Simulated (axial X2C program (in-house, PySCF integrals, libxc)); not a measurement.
Low determinants of SF at the PBE0 level, 2c

All values were computed with an in-house all-electron X2C program for linear molecules (integrals from PySCF). Two-component (2c) means X2C with spin–orbit coupling and atomic mean-field two-electron Coulomb and Gaunt terms. Basis: S dyall-av3z [9s8p3d2f], F dyall-av3z [7s6p3d2f] (cores contracted in-house); Gaussian nuclei, density fitting, unrestricted open shells. Masses: S 31.972 u, F 18.998 u.

Search at 1.606 Å (vertical energies from the lowest determinant):

```tsv
ΔE (eV)	state	electrons beyond evenly filled partner blocks	electrons in ±ω = 1/2, 3/2, 5/2, 7/2
0.00	Ω = 3/2	ω = 3/2	20 5 0 0
0.05	Ω = 1/2	ω = 1/2	19 6 0 0
3.26	Ω = 1/2	2 × ω = -1/2, ω = 3/2	20 5 0 0
3.89	Ω = 1/2	ω = 1/2	21 4 0 0
3.95	Ω = 5/2	2 × ω = 1/2, ω = 3/2	20 5 0 0
```

Lowest determinant, Ω = 3/2 (⟨Sz⟩ = 0.50, ⟨Lz⟩ = 1.00 at PBE0): Re = 1.604 Å, ωe = 856.9 cm⁻¹.

The determinant in row 2 of the search, Ω = 1/2 (⟨Sz⟩ = -0.50, ⟨Lz⟩ = 1.00 at PBE0), was followed along the bond at PBE0; measured from the minimum of the lowest determinant it gives:

Te = 0.052 eV (420 cm⁻¹), Re = 1.604 Å, ωe = 857.0 cm⁻¹.

Compare the bond of the determinant in row 2 with that of the lowest one.

At PBE0 its Re is the same within 0.001 Å and its force constant, which goes as ωe², is 1.00 times that of the lowest determinant. T0 ≈ Te + Δωe/2 = 420 + (0) = 420 cm⁻¹.

The search compares states at one distance, so a state with another bond length can lie lower; it is not exhaustive and yields mostly the lowest determinant of each block pattern, so other components and higher states of one pattern are missing. These are energies of single determinants, not of spin-adapted states; PBE0 term energies can be off by some tenths of an eV, and the functional has no current term.
